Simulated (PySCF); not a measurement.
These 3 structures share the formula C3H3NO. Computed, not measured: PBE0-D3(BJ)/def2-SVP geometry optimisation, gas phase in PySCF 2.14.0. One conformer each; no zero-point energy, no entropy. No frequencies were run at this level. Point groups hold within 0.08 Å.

Question: Rank from lowest to highest electronic energy at this level (kcal/mol).
A. `[CH2:1]=[CH:2][N:3]=[C:4]=[O:5]` with C1–C2–N3–C4 1°
B. `[N:1]#[C:2][CH2:3][CH:4]=[O:5]` with C2–C3–C4–O5 -161°
C. `c1ncco1`

Answer: C (0.0), A (1.4), B (12.8).

As drawn, the lowest has an aromatic ring, which the highest lacks; the highest has a C=O bond and a C≡N group, which the lowest lacks. Neighbours under 2.5 kcal/mol apart (c1cocn1 and C=CN=C=O) can change places with a better method, another conformer or zero-point energy.

| SMILES | E (Eh) | E rel (kcal/mol) | dipole (D) | point group | A, B, C (MHz) |
| --- | --- | --- | --- | --- | --- |
| c1cocn1 | -245.61994 | 0.0 | 1.56 | Cs | 10184, 9763, 4985 |
| C=CN=C=O | -245.61763 | 1.4 | 2.15 | Cs | 25315, 2814, 2532 |
| N#CCC=O | -245.59953 | 12.8 | 1.84 | C1 | 29047, 2537, 2388 |

Question: As an exercise, what shares would exp(−E/RT) give at 2000 K from these electronic energies alone (no entropy, no degeneracies)?

Answer: RT = 3.974 kcal/mol: c1cocn1 57.6 %, C=CN=C=O 40.1 %, N#CCC=O 2.3 %.
